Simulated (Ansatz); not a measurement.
Gas-phase electronic energies from Ansatz, PBE0-D4/def2-TZVP geometries. CCSD(T)/CBS is the MP2 limit (def2-TZVPP, def2-QZVPP) plus CCSD(T) − MP2 in def2-TZVPP, frozen cores. This one scheme is used for every species, atoms too. Functionals use def2-TZVPP. HSE06 is defined as in plane-wave codes. No spin–orbit coupling; open shells (•) take unrestricted orbitals. Spin–orbit coupling would lower the free atoms: a little for C, Si.

Consider the atomization: `C[SiH](C)C` → 3 C• + 10 H• + Si•.

```csv
level,ΔE (kJ/mol),difference from CCSD(T)/CBS
PBE-D4,5211.8,30.5
PBE0-D4,5182.2,0.9
ωB97X-V,5190.9,9.6
ωB97M-V,5193.2,11.9
BLYP,5082.6,-98.7
HSE06,5165.1,-16.2
CCSD/def2-SVP,4906.1,-275.2
CCSD(T)/def2-SVP,4939.0,-242.3
CCSD/def2-TZVPP,5027.0,-154.3
CCSD(T)/def2-TZVPP,5074.5,-106.8
CCSD(T)/CBS,5181.3,0
```

Largest T1 diagnostic among the species: 0.012.

From PBE to PBE0 (25 % exact exchange), in def2-TZVPP and without D4, ΔE moves by −25.8 kJ/mol: exact exchange takes away binding that semilocal exchange gives to molecules. In def2-TZVPP, CCSD(T) changes the Hartree–Fock value by +1081.8 kJ/mol (the triples alone add +47.4 kJ/mol) and MP2 by +1091.8 kJ/mol; breaking electron pairs costs correlation energy, which Hartree–Fock lacks.

For atomizations the MP2-based limit and the directly extrapolated one differ by several kJ/mol either way, and by 10 to 25 for some Ge, Se and Sn compounds, so smaller differences from it don't rank the levels.
